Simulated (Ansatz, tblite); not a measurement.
**The cluster ZrTe₂+: one state, many levels**

The task here is to estimate one member of a computed series from the others.

Program: Ansatz 0.2.0, Gaussian basis. Level of theory: as each input shows. These are calculated values, not measurements.

Plan: GFN1-xTB, GFN2-xTB, PBE-D4/def2-TZVP, r2SCAN-D4/def2-TZVP, revPBE-D4/def2-TZVP, B97M-V/def2-TZVP, LDA/def2-TZVP, ωB97X-V/def2-TZVP, BHLYP-D4/def2-TZVP, PBE+5HF/def2-TZVP, PBE+10HF/def2-TZVP, PBE+15HF/def2-TZVP, PBE+35HF/def2-TZVP, PBE+50HF/def2-TZVP, PBE-D4/def2-SVP, PBE0-D4/def2-SVP, CCSD(T)/def2-TZVP, RPA/def2-TZVP.

1 further run of the same task is left out (set aside as unsound or not needed). Runs told in other sessions of the task aren't counted.

## The relaxed structure

The geometry is that of the doublet, from an earlier relaxation (r2SCAN-D4/def2-TZVP). At that level it is the lowest of the isomers that a small search found.

3 atoms, charge 1, spin multiplicity 2.

Bond lengths: Zr1–Te2 2.661 Å, Zr1–Te3 2.661 Å, Te2–Te3 2.773 Å. Angles: Te2–Zr1–Te3 62.8°, Zr1–Te2–Te3 58.6°, Zr1–Te3–Te2 58.6°.

As a file:

```
atom    x (Å)    y (Å)    z (Å)
 Zr1   1.2725   0.1862  -0.7997
 Te2  -1.3879   0.2000  -0.7278
 Te3   0.1154  -0.3862   1.5276
```

Te, Zr take a core potential in the def2 sets. No spin-orbit coupling is included. The ion is computed in the gas phase, without counter-ions or solvent.

PBE0-D4/def2-TZVP was run before; its log isn't repeated, and its numbers join the tables.

Set-up of the first run:

Tight binding, by tblite at 300 K electronic temperature and without a spin-polarisation term:

```python
tblite.interface.Calculator('GFN1-xTB', numbers, positions, charge=1, uhf=1).singlepoint()
```

Tight binding, by tblite at 300 K electronic temperature and without a spin-polarisation term:

```python
tblite.interface.Calculator('GFN2-xTB', numbers, positions, charge=1, uhf=1).singlepoint()
```

start.molden holds the orbitals of an earlier run on this state, given as this run's starting guess.

Contents of in.yaml:

```yaml
crystal:
  periodic: [false, false, false]
  atoms:
    - {symbol: Zr, position_ang: [1.272451, 0.186226, -0.799718]}
    - {symbol: Te, position_ang: [-1.387861, 0.199953, -0.727838]}
    - {symbol: Te, position_ang: [0.115410, -0.386189, 1.527556]}
basis:
  gaussian: {orbitals: def2-TZVP, initial_orbitals: start.molden}
total_charge: 1
magnetization: {spin_polarized: true, initial_magnetization: 1}
hamiltonian: {xc: pbe, dispersion: d4}
scf: {omitted_lower_state_checks: [starts]}
output: {forces: true, orbitals: {seedname: orbitals}}
```

The run is started by

```bash
ansatz run in.yaml --threads 4 --pin off --events-out ev --progress --plain --max-ram 3916MiB
```

Steps of the session up to this table: PBE-D4/def2-TZVP; r2SCAN-D4/def2-TZVP; revPBE-D4/def2-TZVP; B97M-V/def2-TZVP; LDA/def2-TZVP; ωB97X-V/def2-TZVP; BHLYP-D4/def2-TZVP; PBE+5HF/def2-TZVP; PBE+10HF/def2-TZVP; PBE+15HF/def2-TZVP; PBE+35HF/def2-TZVP; PBE+50HF/def2-TZVP; PBE-D4/def2-SVP; PBE0-D4/def2-SVP; CCSD(T)/def2-TZVP; RPA/def2-TZVP.

One table of the session follows, with a row left open; its other results are not shown here.

It belongs to the step «Levels side by side». 

| level | HOMO (eV) | LUMO (eV) | gap (eV) |
| --- | --- | --- | --- |
| LDA/def2-TZVP | -9.08 | -8.71 | 0.37 |
| PBE-D4/def2-SVP | -9.08 | -8.44 | 0.64 |
| PBE-D4/def2-TZVP | -9.04 | -8.40 | 0.64 |
| revPBE-D4/def2-TZVP | -9.01 | -8.30 | 0.72 |
| r2SCAN-D4/def2-TZVP | -9.50 | -8.21 | 1.28 |
| B97M-V/def2-TZVP | -9.14 | -8.20 | 0.94 |
| PBE0-D4/def2-SVP | -10.37 | -7.53 | 2.84 |
| PBE0-D4/def2-TZVP | -10.31 | -7.48 | 2.83 |
| BHLYP-D4/def2-TZVP | ? | ? | ? |
| ωB97X-V/def2-TZVP | -12.30 | -5.62 | 6.68 |
| PBE+5HF/def2-TZVP | -9.28 | -8.22 | 1.06 |
| PBE+10HF/def2-TZVP | -9.53 | -8.03 | 1.50 |
| PBE+15HF/def2-TZVP | -9.79 | -7.85 | 1.94 |
| PBE+35HF/def2-TZVP | -10.82 | -7.18 | 3.64 |
| PBE+50HF/def2-TZVP | -11.25 | -6.77 | 4.48 |

**Question.** Estimate the row for BHLYP-D4/def2-TZVP.

**Answer.** HOMO (eV): -11.06; LUMO (eV): -6.72; gap (eV): 4.34. In the column «HOMO (eV)» it lies between PBE+50HF/def2-TZVP (-11.25) and PBE+35HF/def2-TZVP (-10.82).
